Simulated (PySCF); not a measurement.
Stepwise substitution at one centre (Si F-C2H5). All species are isolated molecules in the gas phase. One relaxed conformer stands for each flexible species; it need not be the lowest. Strings in code marks are SMILES.

Calculation: PBE-D3(BJ)/def2-TZVP // PBE-D3(BJ)/def2-SVP in PySCF. Excitations are Tamm–Dancoff values on a coarser integration grid. The basis has no diffuse functions, so Rydberg states are missing or too high.

```csv
species,S1–T1 gap (TDA) (eV),HOMO–LUMO gap (eV),S1 excitation (TDA) (eV),LUMO (eV),S1 oscillator strength
0 of 4 F replaced by C2H5 (`F[Si](F)(F)F`),–,9.46,…,-1.11,0.000
1 of 4 F replaced by C2H5 (`CC[Si](F)(F)F`),0.38,…,8.08,-0.26,0.023
"2 of 4 F replaced by C2H5 (`CC[Si](F)(F)CC` (C–C–Si–F torsion 65°, F–Si–C–C torsion -180°))",0.18,6.85,…,-0.11,0.015
3 of 4 F replaced by C2H5 (`CC[Si](F)(CC)CC`),0.13,6.54,6.59,…,0.009
4 of 4 F replaced by C2H5 (`CC[Si](CC)(CC)CC`),0.09,…,6.51,–,0.004
```

Problem. Fill in the missing entries.

Solution. 
- 0 of 4 F replaced by C2H5 (`F[Si](F)(F)F`), S1 excitation (TDA) (eV): 9.59
- 1 of 4 F replaced by C2H5 (`CC[Si](F)(F)F`), HOMO–LUMO gap (eV): 7.90
- 2 of 4 F replaced by C2H5 (`CC[Si](F)(F)CC` (C–C–Si–F torsion 65°, F–Si–C–C torsion -180°)), S1 excitation (TDA) (eV): 6.93
- 3 of 4 F replaced by C2H5 (`CC[Si](F)(CC)CC`), LUMO (eV): -0.07
- 4 of 4 F replaced by C2H5 (`CC[Si](CC)(CC)CC`), HOMO–LUMO gap (eV): 6.49
